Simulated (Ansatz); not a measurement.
# AlHCl (sextet): wave-function methods side by side, def2-QZVPP

One table from this session's results is given with a row withheld; the runs are named, their logs left out.

The runs use Ansatz 0.2.0, Gaussian basis; def2-QZVPP, core rule «outside noble gas», up to 10 orbitals frozen.

The runs, in order: UHF; ROHF; CCSD(T) on UHF.

### The system

The geometry is a PBE0/def2-TZVP stationary point (not a proven minimum) of the parent state, kept for this charge and spin.

3 atoms, charge 0, spin multiplicity 6.

Atoms are counted from 1 here; the program's logs count them from 0.

Bond lengths: Al1–Cl2 2.197 Å, Al1–H3 1.817 Å. Angles: Cl2–Al1–H3 63.0°.

Coordinates:

```xyz
3
AlClH
Al    0.0000   -0.0502    1.2399
Cl    0.0000   -0.0068   -0.9563
H     0.0000    1.5845    0.4462
```

Set-up of the first run:

in.yaml

```yaml
crystal:
  periodic: [false, false, false]
  atoms:
    - {symbol: Al, position_ang: [0.000000, -0.050236, 1.239922]}
    - {symbol: Cl, position_ang: [0.000000, -0.006816, -0.956330]}
    - {symbol: H, position_ang: [0.000000, 1.584516, 0.446218]}
basis:
  gaussian: {orbitals: "def2-QZVPP.json"}
magnetization: {spin_polarized: true, initial_magnetization: 5}
hamiltonian: {xc: hf}
output: {orbitals: {seedname: orbitals}}
```

Command:

```bash
$ ansatz run in.yaml --threads 1 --pin off --events-out ev --progress --plain --max-ram 2393MiB
```

Steps of the session up to this table: UHF; ROHF; CCSD(T) on UHF.

One of the session's tables, all rows but one given; the rest of the session is left out.

```
  method  from UCCSD(T) (meV)
    ROHF                    ?
     UHF              +6847.4
    UMP2              +1100.7
   UCCSD               +283.8
UCCSD(T)                    0
```

Q: Estimate the row for ROHF from the others.

As computed: from UCCSD(T) (meV): +7046.4. In the column «from UCCSD(T) (meV)» it is the highest.
